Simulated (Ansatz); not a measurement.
Worked example: the barrier

An elementary step of CH$_{5}$FN (charge -1), singlet ([CH₃F ([CH3][F]) + NH₂]⁻ → [CH₅N ([CH3][NH2]) + F]⁻; bonds formed: C2–N3; bonds broken: F1–C2). “Start” is the structure reached by relaxing down from the saddle towards the reactants; PBE0-D4/def2-TZVPD structures. The saddle:

F1  (-1.347, -1.320, 1.524)
C2  (-0.445, -0.431, 0.404)
N3  (0.683, 0.687, -1.128)
H4  (0.160, 0.087, 1.126)
H5  (-1.273, 0.083, -0.050)
H6  (-0.026, -1.271, -0.121)
H7  (1.666, 0.496, -0.906)
H8  (0.583, 1.668, -0.850)
(Å)

Computed with Ansatz 0.2.0 (basis: def2-TZVPPD and def2-QZVPPD); correlated methods freeze the cores.

Energies in eV:

| quantity | saddle | start |
| --- | --- | --- |
| Hartree–Fock, triple zeta (X = 3) | -5296.41401 | -5297.12315 |
| Hartree–Fock, quadruple zeta (X = 4) | -5296.64471 | -5297.37150 |
| MP2 correlation, X = 3 | -19.22910 | -18.87936 |
| MP2 correlation, X = 4 | -20.59182 | -20.24447 |
| CCSD(T) correlation, X = 3 | -20.49104 | -20.13067 |

Question: Work out the barrier at the basis limit: extrapolate Hartree–Fock as E(X) = E∞ + A exp(−7.88 √X) and the MP2 correlation as E(X) = E∞ + B X^−2.97 (the exponents that Neese and Valeev fitted for def2-TZVPP and QZVPP, reused here for the diffuse sets), then add CCSD(T) − MP2 in triple zeta.

Answer: Each step is linear, so take the differences first (saddle − start): Hartree–Fock 0.70914 (X = 3) and 0.72679 (X = 4); MP2 correlation -0.34974 and -0.34735; CCSD(T) correlation -0.36037.
Two points give E∞ = E(4) + w [E(4) − E(3)], with w = 1/(exp(7.88 (2 − √3)) − 1) = 0.1377 for Hartree–Fock and w = 1/((4/3)^2.97 − 1) = 0.7407 for the correlation.
Hartree–Fock: 0.72679 + 0.1377 × 0.01765 = 0.7292 eV.
MP2 correlation: -0.34735 + 0.7407 × 0.00239 = -0.3456 eV.
CCSD(T) − MP2: -0.36037 − (-0.34974) = -0.0106 eV.
Sum: 0.7292 + (-0.3456) + (-0.0106) = 0.3730 eV, or 8.60 kcal/mol. Plain CCSD(T) in triple zeta gives 0.3488 eV, so the larger basis shifts the result by 0.0242 eV.

T1 diagnostic: at most 0.019.

Labels in which every atom is bracketed show which atoms are joined, not bond orders.

For scale, one of the runs: CCSD(T)/def2-TZVPPD, 199 basis functions, launched by `ansatz run in.yaml --threads 2 --pin off --events-out ev --progress --plain --max-ram 4352MiB`. Time: 65 s of wall clock on 2 CPU threads of an Arm Neoverse V1; the host was shared. Peak host memory: 2.6 GiB.
